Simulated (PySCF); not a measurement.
# BFH4Si: the cost of one run

The runs use PySCF 2.14.0, with density-fitted response routines of our own; the level of theory stands in each step. All values are computed, except where a source is named. Atoms are numbered from 0 throughout.

**1. The molecule as given**

7 atoms, charge 0, multiplicity 1; geometry from: PBE0-D3(BJ)/def2-SVP.

Bonds of the start (Å): F0–B1 1.32, B1–Si2 2.04, B1–H3 1.22, Si2–H4 1.50, Si2–H5 1.50, Si2–H6 1.50.

**2. Nuclear shieldings: PBE0/pcSseg-2**

The job: settings as JSON, then the geometry in Å.

```
{"job": {"kind": "nmr", "xc": "PBE0", "basis": "pcSseg-2", "pop": false}, "charge": 0, "multiplicity": 1}
F      2.009467     1.075633    -0.152758
B      1.285242    -0.018165    -0.004434
Si    -0.748811     0.075100     0.001228
H      1.899430    -1.059487     0.119925
H     -1.268194    -0.507607     1.279704
H     -1.276121     1.466460    -0.146421
H     -1.276928    -0.765407    -1.120545
```

With the program's defaults for keys left out, this is: GIAO PBE0/pcSseg-2 NMR shielding, non-relativistic, gas phase.

On the command line:

```sh
OMP_NUM_THREADS=1 python probes_run.py task.json out
```

This one command runs all jobs of the session in turn.

**Question.** How long does this first job take on 1 thread of Arm Neoverse N1, shared host, and how much memory does it need?

About 11 s, with a peak of 0.75 GiB.
